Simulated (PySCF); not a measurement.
# Neon: a sound run and one with changed settings

Sound run: Ne [Ne], Ne⁺ [He] 2s2 2p5. Computed with PySCF 2.14 in pcseg-2, with the non-relativistic Hamiltonian (point nucleus). The sound run starts from symmetry-adapted Hartree-Fock orbitals and uses a fine grid where one is needed.

Changed run: radial step 0.5 in ln r (0.13 in the sound run). This setting is unsound on purpose.

| species | method | sound run (hartree) | changed run (hartree) | converged |
| --- | --- | --- | --- | --- |
| Ne | UHF | -128.53512 | -128.53512 | yes |
| Ne | r2SCAN | -128.92488 | -128.91555 | yes |
| Ne | TPSS | -128.97092 | -128.97629 | yes |
| Ne⁺ | UHF | -127.81101 | -127.81101 | yes |
| Ne⁺ | r2SCAN | -128.13403 | -128.12445 | yes |
| Ne⁺ | TPSS | -128.18029 | -128.18387 | yes |

Ionisation energy of Ne:

```
method  sound run (eV)  changed run (eV)
   UHF          19.704            19.704
r2SCAN          21.520            21.527
  TPSS          21.514            21.563
```

A coarse radial grid mis-integrates the density and the exchange-correlation energy, with errors of either sign; Hartree-Fock needs no grid.

For comparison, NIST gives 21.565 eV between the lowest levels.
